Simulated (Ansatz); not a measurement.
One geometry of the cluster LiF₂⁻, several levels of theory.

```yaml
crystal:
  periodic: [false, false, false]
  atoms:
    - {symbol: Li, position_ang: [-0.000024, 0.000006, 0.000005]}
    - {symbol: F, position_ang: [-0.854914, 0.971996, -1.093028]}
    - {symbol: F, position_ang: [0.854938, -0.971991, 1.093022]}
basis:
  gaussian: {orbitals: def2-TZVPD, initial_orbitals: start.molden}
total_charge: -1
hamiltonian: {xc: {name: BLYP}, dispersion: d4}
scf: {omitted_lower_state_checks: [starts]}
output: {orbitals: {seedname: orbitals}}
```

The file start.molden holds the orbitals of an earlier run on this structure, at another level or in another basis.

```sh
$ ansatz run in.yaml --threads 4 --pin off --events-out ev --progress --plain --max-ram 3916MiB
```

It prints (some lines left out):

```
Functional definition: BLYP
559 factors; their error is unknown
mean field evaluation 1: about -5645.4004 eV, gradient 1.2e1 eV
mean field evaluation 2: about -5645.5469 eV, gradient 1.8e-1 eV
mean field evaluation 4: about -5645.5439 eV, gradient 4.4e-2 eV
mean field evaluation 8: about -5645.5439 eV, gradient 1.3e-4 eV
mean field -5645.54392304 eV, -207.4699124844 hartree, gradient 1.3e-5 eV, S^2 0.000000; 0 other end points of the search recorded, 0 dependent functions left out
reference -5645.54418590 eV, -207.4699221446 hartree; 11, 11 occupied and 86, 86 virtual orbitals, 559 factors
Total energy: -5645.57578129 eV, -207.4710832536 hartree
Checks for a lower state left out: starts
```

Run time 0.4 s (4 threads of Arm Neoverse V2 on a shared host).

The first input with `hamiltonian: {xc: {name: revPBE}, dispersion: d4}` (abridged; 0.35 s):

```
Functional definition: revPBE
mean field -5643.78931118 eV, -207.4054316882 hartree, gradient 1.6e-5 eV, S^2 0.000000
Total energy: -5643.83051326 eV, -207.4069458367 hartree
Checks for a lower state left out: starts
```

First input, but with `hamiltonian: {xc: hf}` (abridged; 0.15 s):

```
Functional definition: HF
mean field -5620.68161914 eV, -206.5562396686 hartree, gradient 6.4e-5 eV, S^2 0.000000
Total energy: -5620.68161914 eV, -206.5562396686 hartree
Checks for a lower state left out: starts
```

As the first input, with `hamiltonian: {xc: {name: LC-wPBE, parameters: {omega: 0.3/bohr}}}` (abridged; 0.35 s):

```
Functional definition: LC-wPBE
mean field -5641.90735019 eV, -207.3362708972 hartree, gradient 5.0e-5 eV, S^2 0.000000
Total energy: -5641.90735020 eV, -207.3362708975 hartree
Checks for a lower state left out: starts
```

As the first input, with `hamiltonian: {xc: pbe}`, `correlation: {method: rpa}` and without the key `output` (abridged; 0.55 s):

```
Functional definition: PBE
mean field -5639.93922727 eV, -207.2639437142 hartree, gradient 2.7e-6 eV, S^2 0.000000
2 core orbitals not correlated: weight in the atoms' cores, before any rotation towards them, 1.000 or more for the frozen orbitals, at most 0.000 for the correlated occupied ones
Total energy: -5644.00131586 eV, -207.4132227163 hartree
Checks for a lower state left out: starts
```

Geometry: r2SCAN-D4/def2-TZVPD.

Correlated methods freeze 2 core orbitals; core or outer-core shells of Li are correlated, in sets that lack core-valence functions. The structure comes from a short search, and lower isomers may exist.
